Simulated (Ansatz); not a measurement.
The first iterations of a band of CH5B + ClH (9 atoms, charge 0, multiplicity 1).

These are results of Ansatz 0.2.0, RKS PBE0-D4/6-31G*, not measurements.

```yaml
movable_images: 7
climbing_image: yes
spring: 5.0 eV/Å²
optimiser: quadratic models (default)
start_path: through a guess of the saddle point
force_threshold: 0.05 eV/Å
iteration_limit: 60
end_points: relaxed
```

Initial state:

```xyz
9
Properties=species:S:1:pos:R:3
B -0.228 0.234 0.134
H -0.423 0.504 1.291
H 0.905 0.273 -0.264
C -1.424 0.104 -0.865
H -2.350 -0.269 -0.418
H -1.636 1.136 -1.196
H -1.197 -0.465 -1.772
Cl 0.097 -2.382 0.839
H 0.911 -2.059 1.780
```

Final state:

```xyz
9
Properties=species:S:1:pos:R:3
B -0.007 -0.759 -0.631
H -0.046 0.444 2.447
H 1.036 -0.184 -0.753
C -1.380 -0.074 -0.883
H -2.252 -0.688 -0.642
H -1.436 0.873 -0.330
H -1.436 0.209 -1.946
Cl 0.112 -2.453 -0.175
H 0.064 -0.292 2.443
```

| iteration | highest image above the first end (eV) | largest band force component (eV/Å) |
| --- | --- | --- |
| 1 | 1.847 | 3.895 |
| 2 | 0.680 | 1.868 |
| 3 | 0.344 | 0.865 |
| 4 | 0.306 | 0.654 |

Q: Does the band converge within its limit, and where does its top end?

A: The run converged. It ended after 13 iterations with the highest image 0.354 eV above the first end. A vibrational analysis at the climbing image gives one clearly imaginary mode, 720i cm⁻¹: a first-order saddle point. The orbitals stay closed-shell, which can raise the energy where a bond breaks towards radicals; this wasn't checked here.

The run took 2.7 min on 1 thread of Arm Neoverse V2 (shared host), peak memory 0.12 GiB.
